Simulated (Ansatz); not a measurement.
How far each method lies from UCCSDT(Q) for [BH₂···H···CH₃], doublet

Geometry: a point of a hydrogen-transfer path between rigid fragments, not a stationary point.

```xyz
8

B    -1.3409    0.0000    0.0000
H    -1.9376    1.0336    0.0000
H    -1.9376   -1.0336    0.0000
H    -0.1059    0.0000    0.0000
C     1.2311    0.0000    0.0000
H     1.2311   -1.0800    0.0000
H     1.2311    0.5400    0.9353
H     1.2311    0.5400   -0.9353
```

Basis cc-pVDZ; Ansatz 0.2.0. Only valence electrons are correlated (noble-gas cores frozen), which leaves 13 electrons in 56 orbitals. R marks a restricted (for open shells ROHF) determinant, U an unrestricted one. Active spaces: pair = (3e, 3o) about the gap; frontier = (9e, 9o) about the gap.

Full CI isn't at hand for all of this; UCCSDT(Q) serves as the reference, and is uncertain by about the last step of the cluster series. The frozen core follows each run's orbitals, which can shift R against U totals by a few meV.

For open shells CISD is restricted-active-space CI with the open shells as a complete middle space.

The UHF ⟨S²⟩ is 0.773 and the T1 diagnostic (RCCSD) is 0.0181. The largest doubles amplitude (RCCSD) is 0.042 and the T1 diagnostic (UCCSD) is 0.0123.

```json
{"level": "UHF", "E − E(RHF) (eV)": "-0.2024"}
{"level": "RMP2", "E − E(RHF) (eV)": "-6.7306"}
{"level": "UMP2", "E − E(RHF) (eV)": "-6.6962"}
{"level": "RCCSD", "E − E(RHF) (eV)": "-7.9193"}
{"level": "UCCSD", "E − E(RHF) (eV)": "-7.9233"}
{"level": "RCCSD(T)", "E − E(RHF) (eV)": "-8.0923"}
{"level": "UCCSD(T)", "E − E(RHF) (eV)": "-8.0913"}
```

Problem. Estimate how far UCCSDT(Q) in cc-pVDZ lies from RCCSD(T). The table doesn't fix it; the size of (T) and the diagnostics are the guide.

Solution. UCCSDT(Q) in cc-pVDZ lies 32 meV below RCCSD(T), which is 19 % of the (T) step (-173 meV). The diagnostics are small and one determinant leads, so the series closes fast and only a small part of (T) is left.

The other levels:

```
                    level  E − E(UCCSDT(Q)) (meV)  share of correlation (%)     wall time
                     CISD                     870                     89.30           7 s
                  BCCD(T)                      33                     99.60         5.5 s
                   RCCSDT                       8                     99.90             –
                   UCCSDT                       7                     99.91             –
                RCCSDT(Q)                       1                     99.99  6.5 s (H100)
      CASSCF (pair space)                    7669                      5.61             –
      MRCISD (pair space)                     793                     90.24             –
    MRCISD+Q (pair space)                      84                     98.96    3 s (H100)
  CASSCF (frontier space)                    5891                     27.49             –
  NEVPT2 (frontier space)                    1367                     83.17   13 s (H100)
  MRCISD (frontier space)                     481                     94.08             –
MRCISD+Q (frontier space)                      31                     99.62   15 s (H100)
```

The correlation energy at UCCSDT(Q), counted from RHF, is -8.125 eV. That run took 6 s on 2 threads of AMD EPYC 7R13 with a shared H100 80 GB, shared host.

Times hold each run's SCF and search for its determinant on a shared host, so for small cases they say little of a method's own cost; rows without a card ran on 1 thread of AMD EPYC 7R13.
